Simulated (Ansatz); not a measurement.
Born–Oppenheimer molecular dynamics of AlH5N2 (8 atoms, charge 0, multiplicity 1). It goes on from the last frame of an earlier run, with new velocities.

All numbers below come from Ansatz 0.2.0, RKS PBE0-D4/def2-SVP.

```json
{"ensemble": "NVT, Nosé–Hoover chain", "time step": "0.5 fs", "steps asked": "250", "set temperature": "300 K", "thermostat": "time constant 3 fs, chain length 1", "seed": "633310"}
```

First frame:

```xyz
8
Properties=species:S:1:pos:R:3
Al 0.126 0.079 0.078
N -0.047 -0.132 1.828
H -0.985 -0.006 2.243
H 0.586 -0.299 2.607
N 1.578 0.067 -0.960
H 2.528 -0.133 -0.755
H 1.441 0.235 -1.962
H -1.292 0.400 -0.661
```

Task: How far do the bonds stretch over the last three quarters of this one trajectory? (Pairs bonded in most of those frames.)

Result: 
```json
{"bond": "Al1–N2", "mean (Å)": "1.780", "spread (Å)": "0.019", "shortest": "1.75", "longest": "1.82"}
{"bond": "Al1–N5", "mean (Å)": "1.779", "spread (Å)": "0.027", "shortest": "1.74", "longest": "1.83"}
{"bond": "Al1–H8", "mean (Å)": "1.590", "spread (Å)": "0.034", "shortest": "1.53", "longest": "1.65"}
{"bond": "N2–H3", "mean (Å)": "1.017", "spread (Å)": "0.021", "shortest": "0.97", "longest": "1.07"}
{"bond": "N2–H4", "mean (Å)": "1.021", "spread (Å)": "0.044", "shortest": "0.95", "longest": "1.09"}
{"bond": "N5–H6", "mean (Å)": "1.018", "spread (Å)": "0.028", "shortest": "0.97", "longest": "1.07"}
{"bond": "N5–H7", "mean (Å)": "1.016", "spread (Å)": "0.027", "shortest": "0.96", "longest": "1.07"}
```

Mean temperature of the second half: 304 K. The conserved energy stayed within 0.77 meV per atom of its start (net change 0.27 meV per atom), so the integration is sound. A run of 0.12 ps of so small a system gives no equilibrium averages.

Run time: 8.4 min on 1 thread of Arm Neoverse V1, with other jobs on the host, peak memory 0.12 GiB.
